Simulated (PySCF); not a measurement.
## Functional dependence of a UV spectrum

Species: HNO.
Cartesian coordinates in Å at the PBE0-D3(BJ)/def2-SVP level; atoms count from 1:
```
atom  x, y, z in Å
N1    -0.062    0.400    0.043
O2     0.942   -0.233   -0.021
H3    -0.898   -0.263   -0.043
```

Linear-response calculations in the def2-SVPD basis (PySCF; singlets by full response, triplets Tamm–Dancoff, core orbitals frozen in the response; HF means time-dependent Hartree–Fock). 'Strongest' is the level of largest summed f among the singlets computed (10 roots, of which the last may lack a degenerate partner); it can jump between rows when another state enters that window. S1 is the lowest singlet of each run and needn't be the same state throughout; f(S1) is that of one state. Geometry: PBE0-D3(BJ)/def2-SVP; no solvent, vibrations or thermal averaging.

```json
{"functional": "LDA", "kind": "LDA", "S1 (eV)": "1.37", "f(S1)": "0.000", "strongest (eV)": "5.91", "T1 (eV)": "0.47", "HOMO (eV)": "-5.53", "gap (eV)": "0.91", "ionisation energy, ΔSCF (eV)": "10.46"}
{"functional": "PBE", "kind": "GGA", "S1 (eV)": "1.53", "f(S1)": "0.000", "strongest (eV)": "5.92", "T1 (eV)": "0.48", "HOMO (eV)": "-5.45", "gap (eV)": "1.11", "ionisation energy, ΔSCF (eV)": "10.29"}
{"functional": "B3LYP", "kind": "global hybrid, 20% exact exchange", "S1 (eV)": "1.57", "f(S1)": "0.000", "strongest (eV)": "10.53", "T1 (eV)": "0.54", "HOMO (eV)": "-6.95", "gap (eV)": "3.70", "ionisation energy, ΔSCF (eV)": "10.58"}
{"functional": "PBE0", "kind": "global hybrid, 25% exact exchange", "S1 (eV)": "1.52", "f(S1)": "0.000", "strongest (eV)": "10.68", "T1 (eV)": "0.44", "HOMO (eV)": "-7.15", "gap (eV)": "4.26", "ionisation energy, ΔSCF (eV)": "10.47"}
{"functional": "BHandHLYP", "kind": "global hybrid, 50% exact exchange", "S1 (eV)": "1.57", "f(S1)": "0.000", "strongest (eV)": "9.43", "T1 (eV)": "0.52", "HOMO (eV)": "-8.88", "gap (eV)": "7.49", "ionisation energy, ΔSCF (eV)": "10.61"}
{"functional": "CAM-B3LYP", "kind": "range-separated hybrid", "S1 (eV)": "1.52", "f(S1)": "0.000", "strongest (eV)": "10.61", "T1 (eV)": "0.50", "HOMO (eV)": "-8.71", "gap (eV)": "7.13", "ionisation energy, ΔSCF (eV)": "10.62"}
{"functional": "LC-wPBE", "kind": "range-separated hybrid", "S1 (eV)": "1.47", "f(S1)": "0.000", "strongest (eV)": "10.86", "T1 (eV)": "0.41", "HOMO (eV)": "-10.00", "gap (eV)": "9.83", "ionisation energy, ΔSCF (eV)": "10.58"}
{"functional": "HF", "kind": "Hartree–Fock", "S1 (eV)": "1.60", "f(S1)": "0.000", "strongest (eV)": "9.55", "T1 (eV)": "0.51", "HOMO (eV)": "-11.59", "gap (eV)": "13.77", "ionisation energy, ΔSCF (eV)": "not settled"}
```

What does wB97X-D (range-separated hybrid) give?

S1 (eV) 1.53, f(S1) 0.000, strongest (eV) 10.75, T1 (eV) 0.58, HOMO (eV) -9.14, gap (eV) 8.22, ionisation energy, ΔSCF (eV) 10.55. S1 runs from 1.37 eV (LDA) to 1.60 eV (HF), a spread of 0.24 eV, while the orbital gap spreads over 12.9 eV. −ε(HOMO) comes closest to its own ΔSCF ionisation energy with LC-wPBE (-0.58 eV) and misses most with LDA (-4.93 eV). The lowest singlet of a reference set is 1A''(n→π*) at 1.74 eV (computed, theoretical best estimate (aug-cc-pVTZ, frozen core, CC3 geometry), gas; Veril, Scemama, Caffarel, Lipparini, Boggio-Pasqua, Jacquemin, Loos, WIREs Comput. Mol. Sci. 2021, 11, e1517 (QUESTDB)). The lowest computed singlet differs from it by HF -0.14, B3LYP -0.17, BHandHLYP -0.17, PBE -0.21, wB97X-D -0.21, PBE0 -0.22, CAM-B3LYP -0.22, LC-wPBE -0.27, LDA -0.37 eV; geometry and basis of the reference needn't be the same. The lowest triplet of a reference set is 3A''(n→π*) at 0.88 eV (computed, theoretical best estimate (aug-cc-pVTZ, frozen core, CC3 geometry), gas; Veril, Scemama, Caffarel, Lipparini, Boggio-Pasqua, Jacquemin, Loos, WIREs Comput. Mol. Sci. 2021, 11, e1517 (QUESTDB)). The lowest computed triplet differs from it by wB97X-D -0.30, B3LYP -0.34, BHandHLYP -0.36, HF -0.37, CAM-B3LYP -0.38, PBE -0.40, LDA -0.41, PBE0 -0.44, LC-wPBE -0.47 eV; geometry and basis of the reference needn't be the same. 'Not settled' means that the ion's SCF failed to converge or may have ended in another state than the lowest.
